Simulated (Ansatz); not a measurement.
Process, species as SMILES: [C-]#[S+] (C-S) → C atom + S atom
B3LYP-D3(BJ)/def2-TZVP geometries, fixed; electronic energies without zero-point terms.

Basis-set convergence of the atomisation energy at r2SCAN with Ansatz (a first-principles code). Cartesian d functions, on some or all atoms, in 6-311+G**; all else is spherical. The program fits the integrals of some runs and decomposes those of others, by size. Open shells are unrestricted. No added dispersion term, no relativity. Functions are those of the species that has most. Reference: the value in aug-cc-pV(5+d)Z, 169.06 kcal/mol, itself unsure by roughly 0.05 kcal/mol (its mean distance from pcseg-4, aug-pcseg-3, aug-cc-pV(Q+d)Z). Deviations are taken from unrounded values.

```json
[
 {"basis": "3-21G", "functions": "22", "atomisation energy (kcal/mol)": "140.50", "minus reference (kcal/mol)": "-28.56"},
 {"basis": "pcseg-1", "functions": "32", "atomisation energy (kcal/mol)": "164.16", "minus reference (kcal/mol)": "-4.90"},
 {"basis": "def2-SVPD", "functions": "47", "atomisation energy (kcal/mol)": "166.68", "minus reference (kcal/mol)": "-2.39"},
 {"basis": "6-311+G**", "functions": "53", "atomisation energy (kcal/mol)": "165.60", "minus reference (kcal/mol)": "-3.46"},
 {"basis": "6-311++G(2d,2p)", "functions": "62", "atomisation energy (kcal/mol)": "167.02", "minus reference (kcal/mol)": "-2.04"},
 {"basis": "pcseg-2", "functions": "64", "atomisation energy (kcal/mol)": "168.42", "minus reference (kcal/mol)": "-0.64"},
 {"basis": "def2-TZVP", "functions": "68", "atomisation energy (kcal/mol)": "168.91", "minus reference (kcal/mol)": "-0.15"},
 {"basis": "cc-pV(T+d)Z", "functions": "69", "atomisation energy (kcal/mol)": "168.47", "minus reference (kcal/mol)": "-0.59"},
 {"basis": "def2-TZVPD", "functions": "83", "atomisation energy (kcal/mol)": "168.81", "minus reference (kcal/mol)": "-0.25"},
 {"basis": "6-311++G(3df,3pd)", "functions": "86", "atomisation energy (kcal/mol)": "169.03", "minus reference (kcal/mol)": "-0.03"},
 {"basis": "def2-QZVPP", "functions": "127", "atomisation energy (kcal/mol)": "168.73", "minus reference (kcal/mol)": "-0.33"},
 {"basis": "pcseg-4", "functions": "206", "atomisation energy (kcal/mol)": "169.07", "minus reference (kcal/mol)": "0.00"},
 {"basis": "aug-cc-pV(5+d)Z", "functions": "263", "atomisation energy (kcal/mol)": "169.06", "minus reference (kcal/mol)": "0.00"}
]
```

The smallest set listed that lies within 1 kcal/mol of the reference with all its larger relatives (same family, alike in diffuse functions; a set with none counts only in the reference's own line) is pcseg-2 (64 functions, -0.64 kcal/mol off). Inside, with no larger relative to test it: 6-311++G(3df,3pd). (Relatives not listed, tested too: def2-TZVPP -0.16, def2-TZVPPD -0.27, cc-pV(Q+d)Z -0.19, pcseg-3 0.03, def2-QZVP -0.33, def2-QZVPPD -0.20, cc-pV(5+d)Z -0.08 kcal/mol.)
